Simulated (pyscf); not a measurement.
Elementary routes open to `[NH2][SiH]([NH2])[Cl]` + `[H][H]` in the gas phase (singlet surface):
A. `[NH2][SiH2][Cl]` + `[NH3]` (N–Si, H–H broken; H–Si, H–N formed)
B. `[NH2][SiH2][NH2]` + `[ClH]` (Cl–Si, H–H broken; H–Si, Cl–H formed)

Optimised with ωB97X-D3(BJ)/def2-SVP in PySCF.

### Question
Rank the routes by free-energy barrier at 900 K, lowest first, for ωB97M-D3(BJ)/def2-TZVP energies (ideal gas, 1 atm, RRHO with modes under 100 cm⁻¹ raised to 100, one conformer, R ln 2 for rigid chiral ones).

### Answer
B (76.8 kcal/mol), A (78.3 kcal/mol)

Route B is the fastest of these, ahead of the next by 1.6 kcal/mol. The most stable products are those of A (ΔG = +12.0 kcal/mol), whose barrier is 1.6 kcal/mol higher: the kinetic and the thermodynamic product differ. At 298 K A takes the lead. Only these routes are compared; each barrier is that of the saddle found, and lower ones may exist.
